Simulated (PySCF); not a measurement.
# Ionising MgF

UHF; Mg pcseg-2, F pcseg-2; no relativity (PySCF 2.14). Neutral (UHF): doublet (σ ↑), Re = 1.748 Å, ωe = 737 cm⁻¹, De = 3.38 eV, HOMO -7.84 eV, LUMO 0.07 eV.

MgF⁺ (RHF): singlet (closed shell), Re = 1.684 Å, ωe = 870 cm⁻¹, De = 2.31 eV to Mg⁺ + F. The energies at the minima are -299.13447 hartree for MgF and -298.85242 for MgF⁺.

(1) Work out the adiabatic ionisation energy, without and with harmonic zero-point energies (1 hartree = 27.2114 eV, 1 eV = 8065.5 cm⁻¹), and the change of the bond length.

For an ion De counts to the pair picked by the measured ionisation energies or electron affinities, which need not be the lowest pair at this level. Where the molecule has an RHF reference, its open-shell atoms are computed with UHF. Hartree–Fock leaves out correlation, which carries a large part of most bond energies and some tenths to 1 eV of ionisation energies. States were picked by a PBE0 search and need not be the measured ground states.

Neutral and ion stand on different kinds of reference determinant, which adds to the error of the difference.

Answers

(1) At HF: 0.28205 hartree = 7.675 eV between the minima; the zero-point term (870.0 − 737.0)/2 cm⁻¹ = +0.008 eV makes it 7.683 eV. Re changes by -6.4 pm against the neutral. The electron leaves a σ orbital; in so polar a molecule the change of length follows mostly from the change of the ionic charges.
